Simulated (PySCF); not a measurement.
# Relative stability

The two ends of one reaction step of SiH$_{4}$ClF, singlet (PBE0-D4/def2-TZVP).

A:

```
7
angstrom
Si -0.8598 0.5396 0.3640
H 2.1979 -1.9269 -0.3964
H -0.3063 -0.4966 1.2553
H -2.0748 0.1140 -0.3560
Cl -1.2931 2.1948 1.4666
H 2.0224 -1.2853 -0.7349
F 0.2487 0.9185 -0.7116
```

B:

```json
{"atom": "Si1", "x (Å)": "-0.5342", "y (Å)": "-0.6807", "z (Å)": "0.4574"}
{"atom": "H2", "x (Å)": "0.2550", "y (Å)": "-1.5883", "z (Å)": "-0.4009"}
{"atom": "H3", "x (Å)": "-1.1260", "y (Å)": "-1.4057", "z (Å)": "1.6026"}
{"atom": "H4", "x (Å)": "-1.5654", "y (Å)": "0.0442", "z (Å)": "-0.3128"}
{"atom": "Cl5", "x (Å)": "0.7662", "y (Å)": "0.7303", "z (Å)": "1.2516"}
{"atom": "H6", "x (Å)": "1.1578", "y (Å)": "1.4692", "z (Å)": "-0.8424"}
{"atom": "F7", "x (Å)": "1.0592", "y (Å)": "1.4808", "z (Å)": "-1.7657"}
```

Computed with PySCF 2.14 with density fitting (its default auxiliary sets; JK sets also for MP2 and CCSD(T)) (basis: def2-TZVPP); correlated methods freeze the cores. B3LYP uses VWN-RPA correlation.

Which structure is lower at CCSD(T), and by how much? (To be estimated.)

The calculation gives: A, by 104.7 kJ/mol (electronic energy, against the other). By their contacts, A is a complex of SiH₂ClF ([F][SiH2][Cl]) + H₂ and B is a complex of SiH₃Cl ([SiH3][Cl]) + HF.

All methods give the same order:

```
   method  E(B) − E(A) (kJ/mol)
    SPW92                  89.6
   PBE-D4                  97.1
r2SCAN-D4                 110.8
  PBE0-D4                  97.3
 B3LYP-D4                 106.5
 BHLYP-D4                 108.6
  wB97M-V                 107.2
       HF                 113.9
      MP2                 109.2
     CCSD                 104.6
  CCSD(T)                 104.7
```

No T1 diagnostic of these runs exceeds 0.010.

Labels in which every atom is bracketed show which atoms are joined, not bond orders.

For scale, one of the runs: CCSD(T)/def2-TZVPP, 171 basis functions, launched by `OMP_NUM_THREADS=4 python run.py`. Time: 3 min of wall clock on 4 CPU threads of an Arm Neoverse V1; the host was shared. Peak host memory: 1.5 GiB.
